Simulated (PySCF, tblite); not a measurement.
## boron trifluoride and methanol

A gas-phase complex of boron trifluoride and methanol; neutral, singlet. The structure comes from a short search (6 tight-binding starts) and was relaxed by PBE0-D3(BJ)/def2-SVPD; another way of binding may lie lower. Frequencies by PBE0-D3(BJ)/def2-SVPD show no clear imaginary mode.

```csv
part,name,SMILES,atoms,charge,multiplicity
1,boron trifluoride,FB(F)F,1–4,0,1
2,methanol,CO,5–10,0,1
```

```tsv
atom	part	x (Å)	y (Å)	z (Å)
F1	1	0.397	-0.172	-1.288
B2	1	0.297	0.627	-0.197
F3	1	1.077	0.254	0.858
F4	1	-0.951	1.048	0.140
C5	2	2.395	2.054	-0.970
O6	2	0.983	2.053	-0.716
H7	2	2.671	3.016	-1.417
H8	2	2.949	1.871	-0.041
H9	2	2.576	1.243	-1.681
H10	2	0.715	2.766	-0.123
```

Contacts between parts, classed by geometry: B2···O6 1.665 Å (bond).

The parts are joined by the bond B2–O6, so these are energies of forming such bonds; deforming the relaxed parts to their shape in the adduct costs 17.4 kcal/mol, which the interaction energies leave out.

Interaction energies are complex less parts, with the parts frozen as they stand in it; counterpoise-corrected, in kcal/mol (PySCF).

Question: Give the interaction energy at each level run.

Answer: 
| level | interaction | superposition error removed |
| --- | --- | --- |
| wB97M-D3(BJ)/def2-SVPD | -31.97 | -2.44 |
| PBE0-D3(BJ)/def2-SVPD | -33.36 | -2.58 |

Question: What holds them together? Decompose the wB97M-D3(BJ)/def2-SVPD energy: frozen parts, their antisymmetrised product, then relaxation.

Answer: electrostatic -72.5, Pauli repulsion +97.4, orbital relaxation -57.0, dispersion correction -2.3 kcal/mol, which sum to the value before the counterpoise correction; the Pauli term holds the exchange-correlation of the frozen density too. Of the attraction, 55 % is electrostatic, 43 % is orbital relaxation, 2 % is dispersion correction.

The parts were also relaxed and run alone, at the levels used for the complex: shieldings by PBE0/pcSseg-2; core levels by delta-SCF with SCAN, pcX-2 on the ionised atom and pcseg-1 elsewhere, spin-free X2C.

Values alone: shielding of B2 (ppm): 88.9; shielding of O6 (ppm): 328.4; F1 1s core level (eV): 694.73; B2 1s core level (eV): 202.41; O6 1s core level (eV): 539.00.

Question: What does binding change?

Answer: 
```csv
property,alone,in the complex,change
shielding of B2 (ppm),88.9,98.8,+9.8
shielding of O6 (ppm),328.4,277.0,-51.3
F1 1s core level (eV),694.73,692.48,-2.25
B2 1s core level (eV),202.41,200.34,-2.07
O6 1s core level (eV),539.00,541.79,+2.79
```

Question: What are the binding energy from relaxed parts (wB97M-D3(BJ)/def2-SVPD), and ΔH and ΔG of association at 298.15 K and 1 atm?

Answer: -14.59 kcal/mol, -12.43 with zero-point energy; ΔH -13.0 and ΔG -2.0 kcal/mol, from harmonic vibrations by PBE0-D3(BJ)/def2-SVPD with low modes damped.
